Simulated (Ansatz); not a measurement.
System: CH$_{4}$S, charge 0, singlet. CH4S (SMILES CS).
B3LYP-D3(BJ)/def2-TZVP minimum from Ansatz (an electronic-structure program):
```
C
H 1 1.0879
H 1 1.0879 2 110.33
H 1 1.0886 2 108.79 3 -119.26
S 1 1.8231 2 111.32 4 -116.63
H 5 1.3429 1 97.06 2 -61.78
```
Charge 0, spin multiplicity 1.

Hartree-Fock and CCSD correlation energies in hartree (Ansatz). UHF or UKS for unpaired electrons; spin-orbit terms are left out. Cores are frozen in correlated methods. No relativity.

```csv
basis,X,E(HF),"E(corr, CCSD)"
cc-pV(T+d)Z,3,-437.75855,-0.39752
cc-pV(Q+d)Z,4,-437.76503,-0.41999
cc-pV(5+d)Z,5,-437.76643,withheld
```

**Question.** Fit E(corr) = E∞ + A/X³ to X = 3 and 4, predict X = 5, and compare with the run.

**Answer.** A = (-0.39752 - (-0.41999))/(1/27 - 1/64) = 1.0494; E∞ = -0.41999 - A/64 = -0.43639; at X = 5, E∞ + A/125 = -0.42799. The run gave -0.42719, 0.80 mEh above the prediction. The same form on X = 4 and 5 gives E∞ = -0.43474, 1.64 mEh above the first estimate.
